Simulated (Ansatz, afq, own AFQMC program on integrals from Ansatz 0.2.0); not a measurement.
Where AFQMC and coupled cluster stand for Br, doublet

A free Br atom.

Basis def2-TZVPP. Only valence electrons are correlated. AFQMC by an in-house program on the Cholesky factors that Ansatz 0.2.0 writes for its CCSD(T) run. The CISD trial takes its coefficients from CCSD amplitudes. Released means that phaseless walkers are propagated on without the constraint, phases kept. Uncertainties: one standard error, sampling alone. No spin–orbit coupling.

Determinant: UHF, the one that the program's search chose, which needn't be the lowest solution.

No full CI on the walks' own integrals is used here; CCSDTQ serves as the reference and is uncertain by about the last step of the cluster series.

Cautions: no relativity below Rb; no spin-orbit coupling; inner d shell frozen.

```
T1 diagnostic                               : 0.0065
weight of the determinant in the CISD state : 0.935
⟨S²⟩ of the determinant                     : 0.759
size of the correlated space                : 7 electrons in 34 orbitals
```

Reference: CCSDTQ, correlation energy -4.324 eV. The released energy is read at 1.50 1/Eh (meV from the phaseless value at times in 1/Eh: -5.9 ± 1.7 at 0.24, -8.2 ± 1.6 at 0.50, -8.1 ± 1.0 at 1.00, -11.3 ± 1.3 at 1.50).

```
         level  E − E(reference) (meV)  share of correlation (%)
            HF                  4324.5                      0.00
           MP2                   676.2                     84.36
          CCSD                   142.5                     96.70
       CCSD(T)                    18.2                     99.58
         CCSDT                     3.3                     99.92
      CCSDT(Q)                     0.2                     99.99
   ph-AFQMC/HF             59.7 ± 12.5                     98.62
 ph-AFQMC/CISD              10.1 ± 2.6                     99.77
released AFQMC              -1.3 ± 1.3                    100.03
```

CCSDT and higher add their correlation energy to the determinant of the CCSD(T) run, since their own runs factorise the integrals more tightly (a shift of under 2 meV). A walk keeps the symmetry of its determinant, which the program's search chose and which needn't be the lowest solution, so a lower state of the same spin and another symmetry isn't excluded. Released energies are given only where the last usable release times agree within the noise; a slower fall can still hide under it.
